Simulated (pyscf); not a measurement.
HO–SiH=PH (SMILES O[SiH]=P) + H₂ (SMILES [H][H]) → H₂Si=PH (SMILES [SiH2]=P) + H₂O (SMILES O), a four-centre exchange (singlet surface; O–Si, H–H broken, H–Si, H–O formed). Structures and frequencies: ωB97X-D3(BJ)/def2-SVP in PySCF. Energies in kJ/mol from the separated reactants.

Small-basis levels: PySCF, no dispersion term, spherical d functions. AM1 to PM7: differences of heats of formation from MOPAC, which are fitted to 298 K values and so differ in kind from electronic energies by zero-point and thermal terms. GFN2-xTB: tblite. Cost: rough CPU time at the saddle relative to B3LYP/6-31G*, from one job on a shared machine.

| level | barrier | reaction energy | cost |
|---|---|---|---|
| HF/6-31G* | 227.0 | +57.8 | 0.08 |
| PBE/6-31G* | 135.8 | +79.1 | 2 |
| B3LYP/3-21G | 140.2 | +96.0 | 0.8 |
| B3LYP/6-31G* | 167.7 | +77.7 | 1 |
| M06-2X/6-31G* | 164.0 | +82.8 | 2 |
| GFN2-xTB | 197.8 | +65.5 | under 0.02 |
| PM6 | 168.4 | +177.8 | under 0.02 |
| ωB97M-D3(BJ)/def2-TZVP | 159.9 | +78.9 | – |

Against the last row the barrier runs from -24.0 (PBE/6-31G*) to +67.1 kJ/mol (HF/6-31G*). At PM6 this geometry lies under one side, so the entry may be no barrier of that level: it is a single point on another level's saddle. ωB97M-D3(BJ)/def2-TZVP has limits of its own. On the product side the descent ends in an adduct with a O–Si contact (not fully relaxed), 44.9 kJ/mol under the separated species and 128.4 kJ/mol under the saddle at ωB97X-D3(BJ)/def2-TZVP. What is counted as broken (O–Si) persists as a longer contact in the product adduct; parting that adduct is a step of its own. One saddle was located; it need not be the lowest between these sides.
